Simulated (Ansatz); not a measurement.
fcc Cu, treated with HSE06 (PAW; Ansatz, a first-principles code).

Numerical settings: plane-wave cutoff 460 eV, 16×16×16 k mesh, Fermi–Dirac smearing 0.05 eV, no spin polarisation, scalar-relativistic PAW data made under PBE.

A third-order Birch–Murnaghan fit to the energies gives V0 = 11.987 Å³/atom, B0 = 129 GPa, B′ = 5.1.

| V (Å³/atom) | P (GPa) |
|---|---|
| 11.375 | … |
| 11.683 | … |
| 11.862 | … |
| 12.283 | -2.96 |
| 12.582 | … |

### Question
Estimate the withheld pressures from this fit; the answers are the runs' own values.

### Answer

- 11.375, P (GPa): 7.68
- 11.683, P (GPa): 3.50
- 11.862, P (GPa): 1.36
- 12.582, P (GPa): -5.52

The formula P = (3/2) B0 (x^(7/3) − x^(5/3)) [1 + (3/4)(B′ − 4)(x^(2/3) − 1)] with x = V0/V meets the computed pressures within 0.05 GPa when these rounded values are put in.

Measured, for comparison: bulk modulus 144 GPa (0 K value with the zero-point phonon effect removed, sources range from 140 to 145; as tabulated in Mejia-Rodriguez and Trickey (2018), arXiv:1807.09216); equilibrium volume per atom 11.62 Å³/atom (low-temperature or extrapolated to 0 K; zero-point anharmonic expansion removed; as tabulated in Csonka et al. (2009), arXiv:0903.4037). Computed less measured: bulk modulus -10 % (-8 % to -11 % over the range), equilibrium volume per atom +3.2 %.

Computed values are for the static lattice.
